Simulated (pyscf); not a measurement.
`[Cl][SiH][Cl]` [doublet] + `[NH3]` → `[NH2][Si]([Cl])[Cl]` [doublet] + `[H][H]`, a four-centre exchange (doublet surface; H–Si, H–N broken, N–Si, H–H formed). Single points on ωB97X-D3(BJ)/def2-SVP structures (PySCF, gas phase). Energies in kJ/mol from the separated reactants.

AM1 to PM7: differences of heats of formation from MOPAC. Open shells are spin-unrestricted. 

Problem. In single points PM7 puts the saddle at 74.6 kJ/mol and the reaction energy at -206.3 kJ/mol. Should these be trusted to within a few kcal/mol? Compare with ωB97M-D3(BJ)/def2-TZVP.

Solution. ωB97M-D3(BJ)/def2-TZVP gives ΔE‡ = 107.7 kJ/mol and ΔE = -45.4 kJ/mol. PM7 lies 33.1 kJ/mol under it in the barrier and 161.0 kJ/mol under it in the reaction energy, so on this step it does not hold to within 12.6 kJ/mol. ωB97M-D3(BJ)/def2-TZVP has limits of its own. On the reactant side the descent ends in an adduct with a N–Si contact, 36.9 kJ/mol under the separated species and 146.7 kJ/mol under the saddle at ωB97X-D3(BJ)/def2-TZVP. What is counted as formed (N–Si) is already present as a longer contact in the reactant adduct; forming that adduct is a step of its own. At the saddle there is also a short H–Si contact that neither side keeps. One saddle was located; it need not be the lowest between these sides.
